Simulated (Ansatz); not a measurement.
# Solid CO2 (dry ice)

Level of theory: LDA (Ansatz, a program for electronic structure, PAW).

Numerical settings: plane-wave cutoff 500 eV, 4×4×4 k mesh, gaussian smearing 0.02 eV, scalar-relativistic PAW data made under PBE.

Cell: relaxed at this level.

For solid CO2 (dry ice), the equilibrium volume per atom is 12.31 Å³/atom and the lattice constant a comes out as 5.286 Å.

Measured, for comparison: equilibrium volume per atom 14.32 Å³/atom, lattice constant a 5.56 Å (5 K, zero-point motion not removed; as tabulated in Tran et al. (2019), arXiv:1903.00284). Computed (rounded) less measured: equilibrium volume per atom -14.0 %, lattice constant a -4.9 %.
